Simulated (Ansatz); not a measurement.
Energy needed to pull apart BSiH₂O (SMILES [B]1O[SiH2]1), doublet, into free ground-state atoms, from the structure below (at a frame of a short PBE0-D4/def2-SVP trajectory); no zero-point or spin–orbit terms; open-shell atoms are treated unrestricted, in their ground-state multiplicity.

```csv
atom,x (Å),y (Å),z (Å)
B1,-0.8044,0.0076,1.4880
O2,0.3009,-0.5523,1.1446
Si3,-0.1559,0.2393,-0.4451
H4,-0.3864,-0.7809,-1.5558
H5,0.8382,1.2659,-0.8559
```

Program: Ansatz 0.2.0. Basis: def2-TZVPP. Cores are frozen in the correlated methods; orbitals are unrestricted.

```tsv
method	atomization energy (kJ/mol)
PBE-D4	1723
r2SCAN-D4	?
PBE0-D4	1671
wB97M-V	?
HF	1187
MP2	1652
CCSD	1576
CCSD(T)	1612
```

(1) What does r2SCAN-D4 give? (An estimate is asked for; the value comes from the calculation.)

(2) What does wB97M-V give? (An estimate is asked for; the value comes from the calculation.)

No T1 diagnostic of these runs exceeds 0.029. ⟨S²⟩ of the unrestricted Hartree–Fock references: 0.85 (a pure state has 0.75). The unrestricted reference is spin-contaminated, which hurts MP2 most.

## Answers

(1) The calculation gives: 1705 kJ/mol, which is about 93 kJ/mol more than CCSD(T)/def2-TZVPP.

(2) Computed: 1680 kJ/mol, which is about 68 kJ/mol more than CCSD(T)/def2-TZVPP.

In triple zeta the MP2 and coupled-cluster atomization energies are still short of their basis limit by a few kcal/mol a bond, whereas those of the functionals are nearly converged, so these differences are not deviations from converged CCSD(T).

For scale, one of the runs: CCSD(T)/def2-TZVPP forces, 132 basis functions, launched by `ansatz run in.yaml --threads 2 --pin off --events-out ev --progress --plain --max-ram 3481MiB`. The run took 2.6 min on 2 CPU threads of an Arm Neoverse V1 (shared host), with 2.5 GiB of host memory at its peak.
